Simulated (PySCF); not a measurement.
## Dipole moment and polarisability of `CC(C)(C)C=O`

C5H10O.
SMILES with atom numbers: `[CH3:1][C:2]([CH3:3])([CH3:4])[CH:5]=[O:6]` (hydrogens: H7, H8, H9 on C1; H10, H11, H12 on C3; H13, H14, H15 on C4; H16 on C5)

Cartesian coordinates in Å at the PBE0-D3(BJ)/def2-SVP level; atoms count from 1:
```
atom  x, y, z in Å
C1    -0.305   -1.470    0.022
C2    -0.004    0.031   -0.067
C3    -0.708    0.766    1.079
C4     1.496    0.295   -0.054
C5    -0.615    0.535   -1.362
O6    -0.020    1.068   -2.257
H7     0.206   -2.029   -0.778
H8    -1.385   -1.672   -0.056
H9     0.040   -1.868    0.989
H10   -0.504    1.848    1.046
H11   -0.354    0.382    2.049
H12   -1.800    0.623    1.042
H13    1.992   -0.205   -0.898
H14    1.708    1.370   -0.140
H15    1.943   -0.074    0.882
H16   -1.725    0.366   -1.432
```

Level: B3LYP/def2-SVPD (PySCF), static field, nuclei fixed, core orbitals frozen in the response. The polarisability tensor in these axes (au):

```
x   66.25  1.69 -1.63
y    1.69 63.14 -3.42
z   -1.63 -3.42 67.77
```

Q: What are the eigenvalues, a third of the trace, and Δα (Δα² = ½Σ(αi − αj)² over the three pairs)?

A: Principal values 61.21, 65.25 and 70.71 au; mean 65.72 au = 9.74 Å³ = 10.84 × 10⁻⁴⁰ C²·m²/J; Δα = 8.26 au (13 % of the mean).

Q: What is the dipole moment, and where does it point?

A: (-0.80, -1.29, 2.42) D, 2.86 D in size, pointing from the negative to the positive side. Measured along this direction, the outermost atoms are O6 at the negative end and H9 and H11 at the positive end.

Q: Sum over states: ᾱ = Σ f/ω², ω in Eh. What share falls to these 10 lowest TDDFT singlets (eV, f)? 4.29, 0.0000; 6.60, 0.0122; 7.37, 0.0036; 7.47, 0.0142; 7.56, 0.0640; 7.63, 0.0163; 7.71, 0.0008; 7.98, 0.0063; 8.16, 0.0392; 8.28, 0.0006.

A: They add up to 2.01 au, 3.1 % of the 65.72 au; the largest single term is 0.83 au, from the state at 7.56 eV. Terms in order: 0.00, 0.21, 0.05, 0.19, 0.83, 0.21, 0.01, 0.07, 0.44, 0.01 au. Higher excitations give the rest. The strengths listed sum to 0.157.

Q: Give the eigenvalues of the traceless quadrupole moment Θ = ½Σq(3rr − r²1), origin at the centre of nuclear charge.

A: -7.89, 3.88, 4.01 D·Å. The values depend on the origin, since the dipole doesn't vanish. The electronic extent ⟨r²⟩ about the same centre is 610 bohr², a root-mean-square distance of 1.89 Å for the 48 electrons.

Q: Give the principal axes and the span of the nuclei along them.

A: Largest value along (-0.45, -0.45, 0.77), where the nuclei span 3.79 Å; middle along (0.88, -0.07, 0.47), 4.35 Å; least along (-0.16, 0.89, 0.42), 4.34 Å. 

Isolated species at its PBE0-D3(BJ)/def2-SVP geometry, gas phase.
